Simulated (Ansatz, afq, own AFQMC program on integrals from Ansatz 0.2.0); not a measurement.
**Si2Ge2H8, singlet in def2-SVP, levels against AFQMC with the constraint released**

```yaml
atoms:
  - { symbol: Si, position_ang: [-1.3866, 0.3687, -0.9237] }
  - { symbol: Ge, position_ang: [-0.9258, 0.1093, 1.4334] }
  - { symbol: Si, position_ang: [1.3873, -0.3657, 0.9239] }
  - { symbol: Ge, position_ang: [0.9253, -0.1118, -1.4336] }
  - { symbol: H, position_ang: [-2.3589, -0.6266, -1.4749] }
  - { symbol: H, position_ang: [-1.8309, 1.7429, -1.3164] }
  - { symbol: H, position_ang: [-1.6825, -1.0527, 2.1073] }
  - { symbol: H, position_ang: [-1.1469, 1.3839, 2.2720] }
  - { symbol: H, position_ang: [1.8368, -1.7372, 1.3198] }
  - { symbol: H, position_ang: [2.3561, 0.6346, 1.4725] }
  - { symbol: H, position_ang: [1.1418, -1.3906, -2.2671] }
  - { symbol: H, position_ang: [1.6844, 1.0452, -2.1132] }
```

Basis def2-SVP. Only valence electrons are correlated. AFQMC by an in-house program on the Cholesky factors that Ansatz 0.2.0 writes for its CCSD(T) run. ph-AFQMC/CISD is guided by a CISD state made of CCSD amplitudes; releasing the constraint for a short imaginary time cuts its bias at the price of noise, slowly where states lie close. ± is one standard error of the sampling. No spin–orbit coupling.

Determinant: RHF, the one that the program's search chose, which needn't be the lowest solution. The geometry is a PBE0/def2-SVP stationary point of this or a neighbouring charge and spin state.

No full CI on the walks' own integrals is used here. The released AFQMC energy serves as the reference, which it does only where one determinant dominates, the energy is flat over the last release times and near the phaseless one (40 meV or 2 meV an electron, half that with transition metals). On small molecules, where full CI could be run and the noise was under 10 meV, such values lay within 10 meV of it in 19 cases of 20, a flattering rate, since the rule was set on those same cases; what remains of the bias isn't in the error bar.

Cautions: no relativity below Rb; no spin-orbit coupling; inner d shell frozen; the released value is read at 0.90 1/Eh with a noise of 11 meV, more than in the cases checked (meV from the phaseless value at times in 1/Eh: 0 ± 8 at 0.21, -10 ± 10 at 0.42, -9 ± 12 at 0.63, -4 ± 11 at 0.90).

* T1 diagnostic: 0.0128
* weight of the determinant in the CISD state: 0.772
* size of the correlated space: 24 electrons in 102 orbitals

| level | correlation energy (eV) |
| --- | --- |
| MP2 | -10.5536 |
| CCSD | -12.6072 |
| CCSD(T) | -13.0196 |

(1) Estimate where phaseless AFQMC with a CISD trial lies against CCSD(T) on the same integrals.

(1) 69.2 ± 8.7 meV below CCSD(T).

Reference: AFQMC with the constraint released, correlation energy -13.093 ± 0.011 eV.

```json
{"level": "CCSD(T)", "E − E(reference) (meV)": "73.6 ± 11.0", "share of correlation (%)": "99.44"}
{"level": "ph-AFQMC/HF", "E − E(reference) (meV)": "-86.3 ± 38.9", "share of correlation (%)": "100.66"}
{"level": "ph-AFQMC/CISD", "E − E(reference) (meV)": "4.4 ± 14.0", "share of correlation (%)": "99.97"}
```

Released energies are given only where the last usable release times agree within the noise; a slower fall can still hide under it.
